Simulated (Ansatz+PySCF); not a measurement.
# singlet COS: levels of theory in one basis

```xyz
3

O     0.0000    0.0000   -1.5475
C     0.0000    0.0000   -0.4836
S     0.0000    0.0000    0.9551
```

Basis set: def2-SVP (spherical functions). Correlated methods keep 7 orbitals frozen. Charge 0, multiplicity 1.

Computed with Ansatz (development build ahead of 0.2.0); each method stands on the lowest determinant of its kind that the runs found. NEVPT2 correlates all electrons. Active spaces start from the frontier orbitals, and the lowest solution found is given.

| method | E − E(RHF) (eV) | <S²> of the determinant |
| --- | --- | --- |
| RHF | 0.00 | 0.00 |
| RHF-MP2 | -11.32 | – |
| RHF-CCSD | -11.56 | – |
| CASSCF(8,6) | -1.93 | – |
| SC-NEVPT2(8,6) | -11.35 | – |

Question: What does RHF-CCSD(T) give on the same scale?

Answer: -12.01 eV.

Question: Is a single determinant a sound starting point here?

Answer: By this sign, yes. Unrestricted orbitals gain 0.00 eV and <S²> is 0.00 against 0.00 for a pure state. The CASSCF(8,6) natural occupations are 1.99, 1.99, 1.96, 1.96, 0.05, 0.05.
